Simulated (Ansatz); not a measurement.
Geometry optimisation, UKS B3LYP/6-31G* (Ansatz).

The input (input.yaml):

```yaml
crystal:
  periodic: [false, false, false]
  atoms:
    - { symbol: B, position_ang: [0.0, 0.0, 0.0] }
    - { symbol: H, position_ang: [0.0, 0.0, 1.44] }
    - { symbol: C, position_ang: [1.3856, 0.0, -0.8] }
    - { symbol: H, position_ang: [1.7152, -1.0462, -0.9702] }
    - { symbol: H, position_ang: [1.2491, 0.508, -1.7774] }
    - { symbol: H, position_ang: [2.1552, 0.5381, -0.2082] }
    - { symbol: H, position_ang: [-1.0305, 0.0, -0.595] }
    - { symbol: F, position_ang: [0.0, 0.0, 2.66] }
magnetization:
  spin_polarized: true
  initial_magnetization: 1
basis:
  gaussian: { orbitals: "6-31G*" }
hamiltonian:
  xc: b3lyp
relax:
  f_tol: 0.15
  max_steps: 25
  restrain:
    - { distance: [1, 7], at: 0.92, k: 30.0 }
    - { distance: [0, 1], at: 2.39, k: 30.0 }
output:
  orbitals: {}
```

Launched with:

```bash
$ ansatz run input.yaml --threads 1 --pin off --max-ram 2048MiB --backend cpu --events-out ev --progress --plain --runs-dir out
```

Question: Where does it end, and by what steps?

Answer: It converged. The restraints hold the end off the free minimum. After 22 steps the energy has fallen by 0.464 eV (the restraints' own energy left out); F8 moved furthest, 0.72 Å. Joined: H2–F8 (1.22 → 0.94 Å).

```csv
step,energy less start (eV),largest force component (eV/Å),accepted
0,0.0000,1.542,yes
1,-0.3302,1.850,yes
2,0.0638,6.699,yes
3,-0.2797,1.886,yes
4,-0.3928,1.246,yes
5,-0.4278,0.596,yes
6,-0.4303,0.544,yes
7,-0.4310,0.805,yes
8,-0.4237,0.958,no
9,-0.4374,0.628,yes
10,-0.4421,0.193,no
11,-0.4393,0.573,yes
12,-0.4410,0.471,yes
13,-0.4436,0.387,yes
14,-0.4455,0.198,no
15,-0.4447,0.476,yes
16,-0.4464,0.445,yes
17,-0.4486,0.481,yes
18,-0.4541,0.317,yes
19,-0.4581,0.435,no
20,-0.4590,0.342,yes
21,-0.4620,0.202,yes
22,-0.4643,0.461,yes
```

```xyz
8
Properties=species:S:1:pos:R:3
B -0.251 -0.078 -0.446
H -0.015 0.034 1.925
C 1.268 0.010 -0.702
H 1.596 -0.997 -1.015
H 1.525 0.694 -1.524
H 1.838 0.279 0.194
H -1.165 -0.153 -1.211
F 0.679 0.211 2.527
```

The run took 52 s on 1 thread of Arm Neoverse V1, with other jobs on the host, peak memory 0.14 GiB.
